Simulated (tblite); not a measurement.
Compound: C4H5Cl.
SMILES with atom numbers: `[CH:1]#[C:2][CH2:3][CH2:4][Cl:5]` (hydrogens: H6 on C1; H7, H8 on C3; H9, H10 on C4)

Computed with GFN2-xTB (tblite), gas phase: nudged elastic band of 9 images (0 to 8), spring 0.2 eV/Å², climbing image at the end, force threshold 0.05 eV/Å. The top image wasn't refined or checked by frequencies; at this threshold it can lie a kcal/mol or more above the true saddle point of the method.

The band describes a rotation about C3–C4 (propargylic carbon, sp3 C–Cl carbon), followed by the dihedral C2–C3–C4–Cl5, from the optimised start (180°) to a second optimised geometry at -65°.

**Question.** Give the energy profile along the converged band.

**Answer.** 
| image | dihedral (°) | E (kcal/mol) | C3–C4 (Å) | C2···Cl5 (Å) | largest true force (eV/Å) |
| --- | --- | --- | --- | --- | --- |
| 0 | 180 | 0.00 | 1.525 | 4.03 | 0.01 |
| 1 | -166 | 0.31 | 1.526 | 4.01 | 0.04 |
| 2 | -152 | 1.13 | 1.530 | 3.97 | 0.06 |
| 3 | -137 | 2.04 | 1.534 | 3.90 | 0.05 |
| 4 | -122 | 2.55 | 1.536 | 3.79 | 0.04 |
| 5 | -108 | 2.40 | 1.535 | 3.65 | 0.04 |
| 6 | -93 | 1.72 | 1.531 | 3.48 | 0.05 |
| 7 | -79 | 0.96 | 1.527 | 3.30 | 0.05 |
| 8 | -65 | 0.60 | 1.525 | 3.16 | 0.01 |

Barriers of this band. The top is image 4 at -122°: 2.55 kcal/mol forward and 1.95 kcal/mol back; the end lies 0.60 kcal/mol above the start. The central bond is 0.011 Å longer at the top than at the start.

**Question.** What rate follows at 200 K for crossing this barrier forward?

**Answer.** Taking the electronic barrier for the free energy of activation (no zero-point or entropy terms, transmission 1), rate = (kT/h)·exp(−ΔE/kT) ≈ 7 × 10^9 s⁻¹, whose inverse is 1 × 10^-10 s. An error of 1 kcal/mol in the barrier changes this by a factor of 12, and the method and the loose band can each miss by that much or more.

**Question.** How would the two end points share their population at 200 K, from these energies alone?

**Answer.** exp(−ΔE/kT) with ΔE = 0.026 eV gives 0.22 for the higher one (end) against 1 for the lower, without vibrational, rotational or degeneracy terms. GFN2-xTB can put conformers this close in the wrong order.

What follows is the cost of the whole band run. Rough CPU time on one thread of a shared machine: about 6 s.
